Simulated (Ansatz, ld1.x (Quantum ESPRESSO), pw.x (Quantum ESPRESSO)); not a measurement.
# Ru (bcc): variants of one TM potential in the solid

- Element: Ru
- Generator: ld1.x (Quantum ESPRESSO) 7.5
- Type: norm-conserving Troullier–Martins (Kleinman–Bylander form)
- Functional: PBEsol
- Relativity: scalar-relativistic
- Frozen core: [Kr]
- Valence charge: 8
- Reference configuration: 4d7 5s1 5p0
- Partial waves: 5s (bound): rc 2.90 bohr; 4d (bound): rc 1.85 bohr; 5p (bound, empty): rc 3.65 bohr
- Local potential: the p channel
- Core correction: Bessel-smoothed model core inside 1.60 bohr

Crystal test: bcc Ru in pw.x 7.5, no spin, 15³ k-points, Fermi–Dirac smearing 0.01 Ry, cutoffs set for each file from its atomic test. The reference is all-electron LAPW (Ansatz 0.2.0) with the same functional, mesh and smearing; V0 and B0 come from Birch–Murnaghan fits to the pressures at five volumes. Errors are pseudo minus all-electron; Δ is the rms difference of the E(V) curves that follow from these fits, minima aligned, over ±6 % about the mean V0. Mesh and smearing are coarse, so the numbers serve the comparison and aren't converged zero-temperature values; the lattice is a test structure that the element need not adopt.

All-electron: a0 = 3.021 Å (V0 = 13.79 Å³/atom), B0 = 307.4 GPa.

Base: The largest radius (3.65 bohr) exceeds half the bond length (2.47 bohr), so the spheres overlap, which is one possible source of error among others. This is a poor potential for the solid. Atomic configuration tests: 2 of 7 tests not solved or not reliable. The logarithmic derivative shows an extra or strongly shifted pseudo pole above the reference energy (s near 1.65 Ry).

1 further variants are left out: they gave no file fit for a test, a broken result, the same result as the base, or pressures whose basis-set error rivals the error shown.

A dash in a converged row means that the minimum lies outside the volumes sampled.

| change | cutoffs (Ry) | pw.x | a0 (Å) | a0 error (%) | B0 error (%) | Δ (meV/atom) | mean pressure error (GPa) |
| --- | --- | --- | --- | --- | --- | --- | --- |
| base | 70/280 | converged | – | – | – | – | +45.32 |
| all radii but the core radius scaled by about 1.32 (s 3.82, p 4.82, d 2.44 bohr) | 55/220 | converged | 3.001 | -0.67 | +82.2 | 28.1 | -9.25 |
| core correction Bessel-smoothed model core inside 1.88 bohr | 70/280 | converged | – | – | – | – | +45.38 |
| wave 5p (bound): rc 3.65 bohr becomes 5p (bound): rc 3.82 bohr | 70/280 | converged | – | – | – | – | +39.18 |

Q: Give the row for: wave 5s (bound): rc 2.90 bohr becomes 5s (bound): rc 4.46 bohr.

A: pw.x: converged; mean pressure error (GPa): +48.62.
